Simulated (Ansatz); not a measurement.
We consider hcp Y, described by r²SCAN (PAW; Ansatz, an electronic-structure program).

Numerical settings: plane-wave cutoff 600 eV, 12×12×8 k mesh (along the axes of the cell as run), Fermi–Dirac smearing 0.1 eV, finite displacements, scalar-relativistic PAW data made under PBE.

The cell has the measured lattice parameters. Conventional cell: a = 3.6483 Å, b = 3.6483 Å, c = 5.7317 Å, α = 90.00°, β = 90.00°, γ = 120.00°.

```cif
data_Y2
_chemical_formula_sum 'Y2'
_space_group_name_H-M_alt 'P63/mmc'
_space_group_IT_number 194
_space_group_name_Hall '-P 6c 2c'
_cell_length_a 3.64830
_cell_length_b 3.64830
_cell_length_c 5.73170
_cell_angle_alpha 90.000
_cell_angle_beta 90.000
_cell_angle_gamma 120.000
loop_
_atom_site_label
_atom_site_type_symbol
_atom_site_symmetry_multiplicity
_atom_site_Wyckoff_symbol
_atom_site_fract_x
_atom_site_fract_y
_atom_site_fract_z
_atom_site_occupancy
Y1 Y 2 c 0.33333 0.66667 0.25000 1
```

Harmonic phonon frequencies (cm⁻¹; i marks an imaginary mode):

```
q point            frequencies
-------  ---------------------
Γ                          [?]
M                          [?]
A          59 59 59 59 106 106
L        82 82 104 104 139 139
```

Task: Some entries are withheld; supply them.

Result: 
- Γ, frequencies: 0 0 0 83 83 153
- M, frequencies: 75 83 129 137 138 149

No imaginary mode appears at these points.

Note: the cell isn't this level's own, so it is under some stress, which shifts stiffness and frequencies.
